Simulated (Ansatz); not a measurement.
The inner images of a band of BH6N + FH (10 atoms, charge 0, multiplicity 1) are given out of order.

The calculation used Ansatz, RKS PBE-D4/def2-SVP.

Initial state:

```xyz
10
Properties=species:S:1:pos:R:3
B -0.624 -0.126 -0.680
H 0.021 0.840 -1.149
H -0.251 -1.201 -1.134
H -1.822 0.093 -0.822
H 0.756 -0.079 0.991
N -0.280 -0.139 0.910
H 1.363 0.538 -0.738
F 2.134 0.410 -0.158
H -0.611 -0.999 1.368
H -0.686 0.663 1.412
```

Final state:

```xyz
10
Properties=species:S:1:pos:R:3
B -0.969 -0.936 -0.376
H 0.903 2.552 -0.597
H -0.939 -2.148 -0.433
H -1.244 -0.236 -1.326
H 1.074 -0.318 0.168
N -0.641 -0.312 0.847
H 1.215 1.847 -0.606
F 1.851 -0.315 -0.385
H -0.513 -0.833 1.718
H -0.736 0.697 0.991
```

Put them in order from the first end to the last, with their energies above the first end.
A.
```xyz
10
Properties=species:S:1:pos:R:3
B -1.011 -0.511 -0.305
H 0.998 1.502 -2.046
H -0.724 -1.501 -0.944
H -1.538 0.465 -0.796
H 1.029 0.078 0.690
N -0.696 -0.480 1.070
H 1.365 1.238 -1.423
F 1.944 0.234 0.485
H -0.362 -1.301 1.582
H -1.004 0.276 1.687
```
B.
```xyz
10
Properties=species:S:1:pos:R:3
B -0.648 -0.205 -0.563
H 0.244 0.608 -1.375
H -0.506 -1.284 -1.106
H -1.576 0.503 -0.922
H 1.054 0.211 0.778
N -0.286 -0.176 0.914
H 0.909 0.513 -0.841
F 1.967 0.477 0.281
H -0.302 -1.106 1.347
H -0.856 0.457 1.486
```
C.
```xyz
10
Properties=species:S:1:pos:R:3
B -0.961 -0.832 -0.341
H 1.046 2.503 -1.210
H -0.850 -2.004 -0.632
H -1.261 0.026 -1.143
H 1.032 -0.242 0.368
N -0.705 -0.442 0.993
H 1.305 1.819 -0.970
F 1.834 -0.214 -0.146
H -0.556 -1.119 1.746
H -0.885 0.505 1.335
```
D.
```xyz
10
Properties=species:S:1:pos:R:3
B -0.954 -0.362 -0.405
H 0.582 0.891 -1.767
H -0.648 -1.320 -1.083
H -1.610 0.563 -0.835
H 1.128 0.205 0.730
N -0.572 -0.347 0.959
H 1.151 0.824 -1.251
F 2.062 0.368 0.612
H -0.214 -1.181 1.431
H -0.925 0.359 1.609
```
E.
```xyz
10
Properties=species:S:1:pos:R:3
B -0.968 -0.697 -0.284
H 1.124 2.166 -1.828
H -0.762 -1.789 -0.769
H -1.340 0.259 -0.931
H 0.995 -0.099 0.568
N -0.741 -0.519 1.098
H 1.369 1.638 -1.323
F 1.844 0.000 0.148
H -0.524 -1.297 1.726
H -0.998 0.338 1.594
```

B (+19.3 kcal/mol), D (+12.4 kcal/mol), A (+10.7 kcal/mol), E (+10.0 kcal/mol), C (+9.5 kcal/mol).

Run time: 42 s on 2 threads of AMD EPYC 9B45 (Zen 5), with other jobs on the host, peak memory 0.16 GiB.
